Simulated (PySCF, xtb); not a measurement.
N₂, SMILES N#N.

GFN2-xTB (xtb) at its own geometry gives an orbital gap of 4.13 eV and a dipole moment of 0.00 D.

Geometry: PBE0-D3(BJ)/def2-TZVPD.

Problem. What does ωB97X/def2-TZVPD run with PySCF give? (Estimate from the structure and the level; the computed values follow.)

Solution. gap 16.92 eV (levels -14.88 and 2.03 eV), dipole 0.00 D.
